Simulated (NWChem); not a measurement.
The numbers come from NWChem runs, not from measurements. System: tetrafluoromethane (CF4), charge 0, spin multiplicity 1, at a geometry optimised with PBE0/def2-SVP. Level: CR-CCSD(T)/cc-pVDZ, 5 core orbitals frozen.

Input file:

```
start mol
memory heap 100 mb stack 700 mb global 1900 mb
geometry units angstroms nocenter noautoz
  F      1.074234     0.000000    -0.759589
  C      0.000000     0.000000    -0.000000
  F     -1.074234     0.000000    -0.759589
  F      0.000000    -1.074227     0.759589
  F      0.000000     1.074227     0.759589
  symmetry group C2v
end
basis spherical
  * library cc-pvdz
end
scf
  rhf
  nopen 0
  maxiter 100
  thresh 1e-7
  semidirect memsize 60000000 filesize 0
end
tce
  freeze core 5
  cr-ccsd(t)
  2eorb
  2emet 13
  thresh 1e-6
  maxiter 100
  tilesize 24
end
task tce energy
```

Output (cleaned and shortened):

```
             Northwest Computational Chemistry Package (NWChem) 7.3.0
             --------------------------------------------------------

                                NWChem Input Module
                                -------------------

 Scaling coordinates for geometry "geometry" by  1.889725989
 (inverse scale =  0.529177249)

 Turning off AUTOSYM since
 SYMMETRY directive was detected!

                             Geometry "geometry" -> ""
                             -------------------------

 Output coordinates in angstroms (scale by  1.889725989 to convert to a.u.)

  No.       Tag          Charge          X              Y              Z
 ---- ---------------- ---------- -------------- -------------- --------------
    1 F                    9.0000     1.07423400     0.00000000    -0.75958900
    2 C                    6.0000     0.00000000     0.00000000     0.00000000
    3 F                    9.0000    -1.07423400     0.00000000    -0.75958900
    4 F                    9.0000     0.00000000    -1.07422700     0.75958900
    5 F                    9.0000     0.00000000     1.07422700     0.75958900

 Effective nuclear repulsion energy (a.u.)     206.5833605567

            Nuclear Dipole moment (a.u.)
            ----------------------------
        X                 Y               Z
 ---------------- ---------------- ----------------
     0.0000000000     0.0000000000     0.0000000000

      Symmetry information
      --------------------

 Group name             C2v
 Group number             16
 Group order               4
 No. of unique centers     3

      Symmetry unique atoms

     1    2    4


 Summary of "ao basis" -> "" (spherical)
 ------------------------------------------------------------------------------
       Tag                 Description            Shells   Functions and Types
 ---------------- ------------------------------  ------  ---------------------
 *                          cc-pvdz                   on all atoms

 Summary of "ao basis" -> "ao basis" (spherical)
 ------------------------------------------------------------------------------
       Tag                 Description            Shells   Functions and Types
 ---------------- ------------------------------  ------  ---------------------
 F                          cc-pvdz                  6       14   3s2p1d
 C                          cc-pvdz                  6       14   3s2p1d

                                 NWChem SCF Module
                                 -----------------

  ao basis        = "ao basis"
  functions       =    70
  atoms           =     5
  closed shells   =    21
  open shells     =     0
  charge          =   0.00
  wavefunction    = RHF
  use symmetry    = T
  symmetry adapt  = T

 Summary of "ao basis" -> "ao basis" (spherical)
 ------------------------------------------------------------------------------
       Tag                 Description            Shells   Functions and Types
 ---------------- ------------------------------  ------  ---------------------
 F                          cc-pvdz                  6       14   3s2p1d
 C                          cc-pvdz                  6       14   3s2p1d

      Symmetry analysis of basis
      --------------------------

        a1         27
        a2          9
        b1         17
        b2         17

 Forming initial guess at       0.1s

      Superposition of Atomic Density Guess
      -------------------------------------

 Sum of atomic energies:        -435.20161085

      Non-variational initial energy
      ------------------------------

 Total energy =    -436.551652
 1-e energy   =   -1019.084023
 2-e energy   =     375.949010
 HOMO         =      -0.579020
 LUMO         =       0.308243

      Symmetry analysis of molecular orbitals - initial
      -------------------------------------------------

  Numbering of irreducible representations:

     1 a1          2 a2          3 b1          4 b2

  Orbital symmetries:

     1 a1          2 b2          3 a1          4 b1          5 a1
     6 a1          7 b2          8 b1          9 a1         10 a1
    11 b1         12 b2         13 a1         14 a2         15 a1
    16 b1         17 b2         18 a1         19 b1         20 b2
    21 a2         22 a1         23 a1         24 b1         25 b2
    26 b1         27 a1         28 b2         29 a1         30 a2
    31 a1

 Starting SCF solution at       0.6s

 ----------------------------------------------
         Quadratically convergent ROHF

 Convergence threshold     :          1.000E-07
 Maximum no. of iterations :          100
 Final Fock-matrix accuracy:          1.000E-09
 ----------------------------------------------

              iter       energy          gnorm     gmax       time
             ----- ------------------- --------- --------- --------
                 1     -435.5071722876  1.82D+00  4.65D-01      0.7
                 2     -435.6585027184  3.05D-01  1.20D-01      0.7
                 3     -435.6648096820  1.04D-01  2.72D-02      0.7
                 4     -435.6656016548  7.44D-03  2.73D-03      0.8
                 5     -435.6656059067  7.38D-06  3.79D-06      0.9
                 6     -435.6656059067  9.36D-09  2.22D-09      0.9

       Final RHF  results
       ------------------

         Total SCF energy =   -435.665605906740
      One-electron energy =  -1017.806710760647
      Two-electron energy =    375.557744297171
 Nuclear repulsion energy =    206.583360556735

        Time for solution =      0.3s

       Symmetry analysis of molecular orbitals - final
[...]
    16 b2         17 b1         18 a1         19 b2         20 b1
    21 a2         22 a1         23 a1         24 b1         25 b2
    26 b1         27 a1         28 b2         29 a1         30 b2
    31 a1

             Final eigenvalues
             -----------------

              1
    1  -26.3779
    2  -26.3779
    3  -26.3779
    4  -26.3779
    5  -11.6109
    6   -1.8118
    7   -1.6831
    8   -1.6831
    9   -1.6831
   10   -1.0113
   11   -0.8904
   12   -0.8904
   13   -0.8904
   14   -0.7622
   15   -0.7622
   16   -0.7070
   17   -0.7070
   18   -0.7070
   19   -0.6781
   20   -0.6781
   21   -0.6781
   22    0.4022
   23    0.4061
   24    0.4061
   25    0.4061
   26    0.6180
   27    0.6180
   28    0.6180
   29    0.6718
   30    1.2793
   31    1.2793

                       ROHF Final Molecular Orbital Analysis
                       -------------------------------------

 Vector   19  Occ=2.000000D+00  E=-6.780567D-01  Symmetry=b2
              MO Center= -8.8D-13, -4.0D-15,  3.8D-01, r^2= 2.0D+00
   Bfn.  Coefficient  Atom+Function         Bfn.  Coefficient  Atom+Function
  ----- ------------  ---------------      ----- ------------  ---------------
    48      0.351395  4 F  pz                62     -0.351395  5 F  pz
     5     -0.248483  1 F  py                33     -0.248483  3 F  py
    47      0.248466  4 F  py                61      0.248466  5 F  py
    51      0.245075  4 F  pz                65     -0.245075  5 F  pz
     8     -0.173300  1 F  py                36     -0.173300  3 F  py

 Vector   20  Occ=2.000000D+00  E=-6.780564D-01  Symmetry=b1
              MO Center=  7.1D-15, -3.6D-15, -3.8D-01, r^2= 2.0D+00
   Bfn.  Coefficient  Atom+Function         Bfn.  Coefficient  Atom+Function
  ----- ------------  ---------------      ----- ------------  ---------------
     6      0.351398  1 F  pz                34     -0.351398  3 F  pz
     4      0.248467  1 F  px                32      0.248467  3 F  px
    46     -0.248477  4 F  px                60     -0.248477  5 F  px
     9      0.245078  1 F  pz                37     -0.245078  3 F  pz
     7      0.173290  1 F  px                35      0.173290  3 F  px

 Vector   21  Occ=2.000000D+00  E=-6.780562D-01  Symmetry=a2
              MO Center=  1.8D-15, -2.7D-14, -1.1D-05, r^2= 2.2D+00
   Bfn.  Coefficient  Atom+Function         Bfn.  Coefficient  Atom+Function
  ----- ------------  ---------------      ----- ------------  ---------------
     5      0.351398  1 F  py                33     -0.351398  3 F  py
    46      0.351393  4 F  px                60     -0.351393  5 F  px
     8      0.245077  1 F  py                36     -0.245077  3 F  py
    49      0.245074  4 F  px                63     -0.245074  5 F  px

 Vector   22  Occ=0.000000D+00  E= 4.021682D-01  Symmetry=a1
              MO Center=  1.3D-14, -1.4D-16, -1.0D-03, r^2= 2.3D+00
   Bfn.  Coefficient  Atom+Function         Bfn.  Coefficient  Atom+Function
  ----- ------------  ---------------      ----- ------------  ---------------
    17      2.354821  2 C  s                  3     -0.667414  1 F  s
    31     -0.667414  3 F  s                 45     -0.666702  4 F  s
    59     -0.666702  5 F  s                  7      0.363191  1 F  px
    35     -0.363191  3 F  px                50     -0.362687  4 F  py
    64      0.362687  5 F  py                 9     -0.256589  1 F  pz

 Vector   23  Occ=0.000000D+00  E= 4.061346D-01  Symmetry=a1
              MO Center=  2.6D-11,  4.8D-11,  1.0D-03, r^2= 2.1D+00
   Bfn.  Coefficient  Atom+Function         Bfn.  Coefficient  Atom+Function
  ----- ------------  ---------------      ----- ------------  ---------------
    23      1.332188  2 C  pz                20      0.605385  2 C  pz
     3      0.474189  1 F  s                 31      0.474189  3 F  s
    45     -0.475231  4 F  s                 59     -0.475231  5 F  s
     7     -0.329185  1 F  px                35      0.329185  3 F  px
    50     -0.329748  4 F  py                64      0.329748  5 F  py

 Vector   24  Occ=0.000000D+00  E= 4.061383D-01  Symmetry=b1
              MO Center= -3.3D-11, -3.0D-16,  6.3D-02, r^2= 2.1D+00
   Bfn.  Coefficient  Atom+Function         Bfn.  Coefficient  Atom+Function
  ----- ------------  ---------------      ----- ------------  ---------------
    21      1.332203  2 C  px                 3     -0.671353  1 F  s
    31      0.671353  3 F  s                 18      0.605388  2 C  px
     9     -0.329467  1 F  pz                37      0.329467  3 F  pz
    49     -0.290906  4 F  px                63     -0.290906  5 F  px
    46     -0.201437  4 F  px                60     -0.201437  5 F  px

 center of mass
 --------------
 x =   0.00000000 y =   0.00000000 z =   0.00000000

 moments of inertia (a.u.)
 ------------------
         313.158654705022           0.000000000000           0.000000000000
           0.000000000000         313.160695362941           0.000000000000
           0.000000000000           0.000000000000         313.162425355430

  Mulliken analysis of the total density
  --------------------------------------

    Atom       Charge   Shell Charges
 -----------   ------   -------------------------------------------------------
    1 F    9     9.23   2.00  0.90  1.00  3.33  1.98  0.01
    2 C    6     5.09   2.00  0.70 -0.01  1.72  0.23  0.44
    3 F    9     9.23   2.00  0.90  1.00  3.33  1.98  0.01
    4 F    9     9.23   2.00  0.90  1.00  3.33  1.98  0.01
    5 F    9     9.23   2.00  0.90  1.00  3.33  1.98  0.01

       Multipole analysis of the density wrt the origin
       ------------------------------------------------

     L   x y z        total         open         nuclear
     -   - - -        -----         ----         -------
     0   0 0 0     -0.000000      0.000000     42.000000

     1   1 0 0      0.000000      0.000000      0.000000
     1   0 1 0     -0.000000      0.000000      0.000000
     1   0 0 1      0.000007      0.000000      0.000000

     2   2 0 0    -18.873825      0.000000     74.176778
     2   1 1 0      0.000000      0.000000      0.000000
     2   1 0 1     -0.000000      0.000000      0.000000
     2   0 2 0    -18.873784      0.000000     74.175811
     2   0 1 1      0.000000      0.000000      0.000000
     2   0 0 2    -18.873776      0.000000     74.174992

                   NWChem Extensible Many-Electron Theory Module
                   ---------------------------------------------


            General Information
            -------------------
      Number of processors :     1
         Wavefunction type : Restricted Hartree-Fock
          No. of electrons :    42
           Alpha electrons :    21
            Beta electrons :    21
           No. of orbitals :   140
            Alpha orbitals :    70
             Beta orbitals :    70
        Alpha frozen cores :     5
         Beta frozen cores :     5
     Alpha frozen virtuals :     0
      Beta frozen virtuals :     0
         Spin multiplicity : singlet
    Number of AO functions :    70
       Number of AO shells :    30
        Use of symmetry is : on
      Symmetry adaption is : on
         Schwarz screening : 0.10D-09

          Correlation Information
          -----------------------
          Calculation type : Coupled-cluster singles & doubles w/ perturbation
   Perturbative correction : Completely renormalized (T)
            Max iterations :      100
        Residual threshold : 0.10D-05
     T(0) DIIS level shift : 0.00D+00
     L(0) DIIS level shift : 0.00D+00
     T(1) DIIS level shift : 0.00D+00
     L(1) DIIS level shift : 0.00D+00
     T(R) DIIS level shift : 0.00D+00
     T(I) DIIS level shift : 0.00D+00
   CC-T/L Amplitude update :  5-th order DIIS
                I/O scheme : Global Array Library
        L-threshold :  0.10D-05
        EOM-threshold :  0.10D-05
 no EOMCCSD initial starts read in
 TCE RESTART OPTIONS
 SLICE:      F
 D4D5:       F
 quantumc:   F
 qrotation:  F
 pwtce:      F
 qducc:      F
 nacto:                         0
 nrotv:                         0
 nrot:                          0

            Memory Information
            ------------------
          Available GA space size is     249031900 doubles
          Available MA space size is     104851540 doubles

 Maximum block size supplied by input
 Maximum block size        24 doubles

 tile_dim =     18

 -------------------------------------------------

 Global array virtual files algorithm will be used

 Parallel file system coherency ......... OK

 4-electron integrals stored in orbital form

 v2    file size   =          1014367
 4-index algorithm nr.  13 is used
 imaxsize =       30
 imaxsize ichop =        0


CCSD iterations
 ---------------------------------------------------------
 Iter          Residuum       Correlation     Cpu    Wall
 ---------------------------------------------------------
    1   0.2087066626308  -0.8680088512830     0.3     0.3
    2   0.0511819027855  -0.8652636977244     0.3     0.3
    3   0.0159652947843  -0.8756478233042     0.3     0.3
    4   0.0062007837633  -0.8766429235000     0.3     0.3
    5   0.0022186923473  -0.8774789367279     0.3     0.3
    6   0.0004460536991  -0.8777081077529     0.3     0.3
    7   0.0001757745205  -0.8777463099332     0.5     0.5
    8   0.0000633120208  -0.8777489072461     0.5     0.5
    9   0.0000360006087  -0.8777495409198     0.4     0.4
   10   0.0000156040161  -0.8777509767237     0.4     0.4
   11   0.0000037023813  -0.8777518586986     0.4     0.4
   12   0.0000013706728  -0.8777518328214     0.5     0.5
   13   0.0000005636046  -0.8777519324057     0.4     0.4
 -----------------------------------------------------------------
 Iterations converged
 CCSD correlation energy / hartree =        -0.877751932405652
 CCSD total energy / hartree       =      -436.543357839145358

 Singles contributions

 Doubles contributions
 CR-CCSD(T)

 CR-CCSD[T]  correction energy / hartree =        -0.014052695800309
 CR-CCSD[T] correlation energy / hartree =        -0.891804628205961
 CR-CCSD[T] total energy / hartree       =      -436.557410534945689
 CR-CCSD(T)  correction energy / hartree =        -0.012715113652556
 CR-CCSD(T) correlation energy / hartree =        -0.890467046058208
 CR-CCSD(T) total energy / hartree       =      -436.556072952797933

 Task  times  cpu:       32.9s     wall:       32.9s

 Total times  cpu:       33.0s     wall:       33.0s
```
